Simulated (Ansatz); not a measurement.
**singlet O2F+ at CCSDT(Q)/STO-3G**

Aim: a single-point energy of singlet O2F+. 

Program for the calculation: Ansatz 0.2.0.

38 further runs of the same task are left out: 11 that didn't finish, 27 set aside as unsound or not needed.

### Step 1. Starting point

O2F+: 3 atoms, total charge +1, spin state singlet. As SMILES of the parent species, `[O]OF`. Geometry: relaxed at PBE0-D4/def2-TZVP. That shape belongs to the parent species and isn't relaxed for this state.

Bond lengths: O1–O2 1.181 Å. A long bond or contact: O2–F3 1.573 Å.

### Step 2. A single-point energy at CCSDT(Q)/STO-3G

Input file job.yaml:

```yaml
crystal:
  periodic: [false, false, false]
  atoms:
    - {symbol: O, position_ang: [0.933400, -0.295440, 0.482240]}
    - {symbol: O, position_ang: [0.133270, 0.497870, 0.127930]}
    - {symbol: F, position_ang: [-1.066650, -0.202430, -0.610160]}
basis:
  gaussian: {orbitals: STO-3G}
total_charge: 1
correlation: {method: ccsdt_q, frozen_orbitals: {F: 1, O: 1}}
accuracy: high
scf: {omitted_lower_state_checks: [cluster_reference, increment]}
```

Run with:

```sh
$ ansatz run job.yaml --threads 1 --pin off --max-ram 3480MiB --events-out events.jsonl --progress --plain --runs-dir runs
```

Log:

```text
Warning: RAYON_NUM_THREADS=1 ignored (pool sized by the plan → 1); use --threads N
[... 14 lines left out ...]
3 core orbitals not correlated: weight in the atoms' cores, before any rotation towards them, 1.000 or more for the frozen orbitals, at most 0.000 for the correlated occupied ones
[... 51 lines left out ...]
Total energy: -6678.70311996 eV, -245.4378126709 hartree
Checks for a lower state left out: cluster_reference, increment
```

Run time: 0.79 s. Hardware: 1 thread of Arm Neoverse V1, shared host.

### Step 3. Summary of results

At CCSDT(Q)/STO-3G, 3 core orbitals frozen:

| quantity | value |
| --- | --- |
| total energy | -245.43781 Eh |
| correlation energy (3 core orbitals frozen) | -259.6 mEh |
| T1 diagnostic | 0.088 |

What this shows: The T1 diagnostic of 0.088 is above the customary mark for such species, so a single reference may not serve. The restricted solution is unstable to spin breaking: an unrestricted one lies lower.
